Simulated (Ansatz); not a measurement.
# H2C–CH2, singlet: the ladder up to RCCSDT(Q)

Geometry: displaced at random from a stationary point.

```xyz
6

C     0.0769    0.0065    0.6608
C    -0.0880    0.0148   -0.6506
H    -0.0113    0.9056    1.2337
H     0.0718   -0.9960    1.2519
H    -0.0313    0.8312   -1.3129
H     0.1022   -0.9949   -1.2940
```

Basis cc-pVDZ; Ansatz 0.2.0. Only valence electrons are correlated (noble-gas cores frozen), which leaves 12 electrons in 46 orbitals. R marks a restricted (for open shells ROHF) determinant. Active spaces: frontier = (8e, 8o) about the gap.

Full CI isn't at hand for all of this; RCCSDT(Q) serves as the reference, and is uncertain by about the last step of the cluster series.

```
UHF ⟨S²⟩                          : 0.017
T1 diagnostic (RCCSD)             : 0.0101
largest doubles amplitude (RCCSD) : 0.134
```

| level | E − E(RHF) (eV) |
| --- | --- |
| RMP2 | -7.5539 |
| RCCSD | -8.3919 |
| RCCSD(T) | -8.6689 |

Question: Estimate how far RCCSDT(Q) in cc-pVDZ lies from RCCSD(T). The table doesn't fix it; the size of (T) and the diagnostics are the guide.

Answer: RCCSDT(Q) in cc-pVDZ lies 0.82 kcal/mol below RCCSD(T), which is 13 % of the (T) step (-6.39 kcal/mol). A doubles amplitude is large, but (T) still catches most of what CCSD lacks.

The other levels:

| level | E − E(RCCSDT(Q)) (kcal/mol) | share of correlation (%) | wall time |
| --- | --- | --- | --- |
| CISD | 23.44 | 88.32 | 1.3 s |
| BCCD(T) | 0.82 | 99.59 | 0.52 s |
| RCCSDT | 0.41 | 99.80 | – |
| CASSCF (frontier space) | 137.84 | 31.33 | – |
| MRCISD (frontier space) | 10.37 | 94.83 | – |
| MRCISD+Q (frontier space) | 0.77 | 99.62 | 11 s |

The correlation energy at RCCSDT(Q), counted from RHF, is -8.704 eV. That run took 20 s on 1 thread of Arm Neoverse V2, shared host.

Times hold each run's SCF and search for its determinant on a shared host, so for small cases they say little of a method's own cost; they ran on 1 thread of Arm Neoverse V2.
